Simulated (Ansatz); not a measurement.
# C3H5F: the cost of one run

Program: Ansatz 0.2.0. Level of theory: the levels named in each step. These are calculated values, not measurements.

### 1 The structure to begin with

Bond lengths: C1–C2 1.319 Å, C2–C3 1.495 Å, C3–F4 1.376 Å, C1–H5 1.078 Å, C1–H6 1.076 Å, C2–H7 1.081 Å, C3–H8 1.094 Å, C3–H9 1.098 Å. Angles: C1–C2–C3 124.0°, C1–C2–H7 121.5°, C3–C2–H7 114.5°, C2–C1–H5 121.8°, C2–C1–H6 121.7°, H5–C1–H6 116.5°, C2–C3–F4 110.7°, C2–C3–H8 112.1°, C2–C3–H9 110.8°, F4–C3–H8 107.1°, F4–C3–H9 106.1°, H8–C3–H9 109.8°.

Coordinates:

```xyz
9

C     1.8345   -0.5879    0.0907
C     0.7003   -0.1631   -0.4313
C    -0.6316   -0.3111    0.2311
F    -1.3927    0.8216    0.0523
H     1.8719   -1.0690    1.0545
H     2.7707   -0.4817   -0.4287
H     0.6700    0.3245   -1.3958
H    -0.5400   -0.4694    1.3101
H    -1.2014   -1.1350   -0.2196
```

### 2 A rough first relaxation, PBE-D4/def2-SVP

This run stands in another session on the same molecule. It ended at:

```xyz
9

C     1.8476   -0.5576    0.1091
C     0.6830   -0.1872   -0.4478
C    -0.6507   -0.3089    0.2213
F    -1.3421    0.8979    0.1662
H     1.8921   -0.9573    1.1364
H     2.8000   -0.4811   -0.4375
H     0.6613    0.2190   -1.4752
H    -0.5366   -0.6166    1.2855
H    -1.2726   -1.0793   -0.2948
```

### 3 Relaxation, r2SCAN-D4/def2-TZVPP

input.yaml

```yaml
crystal:
  periodic: [false, false, false]
  atoms:
    - { symbol: C, position_ang: [1.8476003, -0.55759265, 0.10908465] }
    - { symbol: C, position_ang: [0.682951, -0.18716104, -0.44776761] }
    - { symbol: C, position_ang: [-0.65072997, -0.30890994, 0.22126851] }
    - { symbol: F, position_ang: [-1.34211054, 0.89787494, 0.16619715] }
    - { symbol: H, position_ang: [1.89207332, -0.95728157, 1.13641919] }
    - { symbol: H, position_ang: [2.79997628, -0.48113941, -0.43748582] }
    - { symbol: H, position_ang: [0.66127233, 0.21903795, -1.47517964] }
    - { symbol: H, position_ang: [-0.53658912, -0.61656226, 1.28545593] }
    - { symbol: H, position_ang: [-1.27259359, -1.07932602, -0.29476236] }
basis:
  gaussian: { orbitals: def2-TZVPP }
hamiltonian:
  xc: r2scan
  dispersion: d4
relax:
  f_tol: 0.002
  max_steps: 150
```

Command:

```sh
> ansatz run input.yaml --threads 4 --pin off --max-ram 10240MiB --backend cpu --events-out ev --progress --plain --runs-dir out
```

**Question.** How long does this run take on 4 threads of AMD EPYC (Zen 3), shared host, and how much memory does it need?

About 40 s, with a peak of 0.38 GiB.
